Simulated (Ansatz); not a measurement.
# BH₂− (singlet): wave-function methods side by side, aug-cc-pVTZ

One table from this session's results is given with a row withheld; the runs are named, their logs left out.

Computed with Ansatz 0.2.0, Gaussian basis. Level: aug-cc-pVTZ, core rule «outside noble gas», up to 1 orbitals frozen.

To be run: UHF; CCSD(T) on RHF; CCSD(T) on UHF; BCCD(T) on RHF; CCSDT(Q) on RHF; CCSDT(Q) on UHF; CASSCF and MRCISD+Q, 6 electrons in 6 orbitals; CASSCF and NEVPT2, 6 electrons in 6 orbitals.

7 further runs of the same task are left out: 1 that didn't finish, 6 set aside as unsound or not needed.

### The system

The geometry is a PBE0/def2-TZVPD stationary point (not a proven minimum) of the parent state, kept for this charge and spin.

3 atoms, charge -1, spin multiplicity 1.

Atoms are counted from 1 here; the program's logs count them from 0.

Bond lengths: B1–H2 1.209 Å, B1–H3 1.209 Å. Angles: H2–B1–H3 128.9°.

Coordinates:

```tsv
atom	x (Å)	y (Å)	z (Å)
B1	0.0000	-0.0819	0.0000
H2	0.0000	0.4392	-1.0911
H3	0.0000	0.4392	1.0911
```

The first run:

Input file in.yaml:

```yaml
crystal:
  periodic: [false, false, false]
  atoms:
    - {symbol: B, position_ang: [0.000000, -0.081894, 0.000000]}
    - {symbol: H, position_ang: [0.000000, 0.439190, -1.091073]}
    - {symbol: H, position_ang: [0.000000, 0.439190, 1.091073]}
basis:
  gaussian: {orbitals: aug-cc-pVTZ}
total_charge: -1
magnetization: {spin_polarized: true, initial_magnetization: 0}
hamiltonian: {xc: hf}
output: {orbitals: {seedname: orbitals}}
```

On the command line:

```console
$ ansatz run in.yaml --threads 1 --pin off --events-out ev --progress --plain --max-ram 3968MiB --backend cpu
```

Among the steps run: UHF; CCSD(T) on RHF; CCSD(T) on UHF; BCCD(T) on RHF; CCSDT(Q) on RHF; CCSDT(Q) on UHF; CASSCF and MRCISD+Q, 6 electrons in 6 orbitals; CASSCF and NEVPT2, 6 electrons in 6 orbitals.

One of the session's tables, all rows but one given; the rest of the session is left out.

```
          method  from RCCSDT(Q) (meV)
             RHF               +4138.0
             UHF               +3659.3
            RMP2                +784.6
            UMP2                +671.8
           RCCSD                +187.1
           UCCSD                 +74.8
        RCCSD(T)                 +37.2
        UCCSD(T)                 -62.6
         BCCD(T)                 +36.9
          RCCSDT                     ?
          UCCSDT                -172.2
       RCCSDT(Q)                     0
       UCCSDT(Q)                -225.6
  CASSCF valence               +2961.9
  NEVPT2 valence                +921.0
  MRCISD valence                +211.3
MRCISD+Q valence                 +13.1
```

Q: Estimate the row for RCCSDT from the others.

**Answer.** from RCCSDT(Q) (meV): +9.4. In the column «from RCCSDT(Q) (meV)» it lies between RCCSDT(Q) (0) and MRCISD+Q valence (+13.1).

Limits of these values: The determinant is far from a pure spin state, so its energy mixes those of several spin states (harmless only where they are near-degenerate, as at dissociation). The program flags UCCSD(T), UCCSDT(Q) as in doubt, so those rows may rest on another solution; read them beside their warnings. Warnings: restricted reference is unstable; spin contamination. Restricted and unrestricted rows rest on different reference determinants; where their highest levels disagree by more than a few hundredths of an eV, they describe different states and don't form one ladder.
